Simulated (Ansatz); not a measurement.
Input file:

```yaml
crystal:
  periodic: [false, false, false]
  atoms:
    - {symbol: Al, position_ang: [0.000000, 0.000000, -0.550354]}
    - {symbol: Al, position_ang: [0.000000, 0.000000, -3.227292]}
    - {symbol: H, position_ang: [0.000000, 0.000000, 3.777646]}
basis:
  gaussian: {orbitals: "6-31++G**"}
magnetization: {spin_polarized: false, initial_magnetization: 1}
correlation: {method: ccsd_t, frozen_orbitals: {Al: 9}}
scf: {lower_state_search: off}
```

```sh
$ ansatz run in.yaml --threads 1 --pin off --events-out ev --progress --plain --max-ram 2393MiB
```

Q: How does this run end?

A: Refused. The input was made wrong on purpose (wrong frozen-orbital counts), so the run isn't a sound calculation of what was asked.
```
these checks for a lower state are left out or cut short: stability, starts, cluster_reference, orbital_swaps, neighbouring_geometries, increment
Error: "frozen_orbitals" has no count for H
```
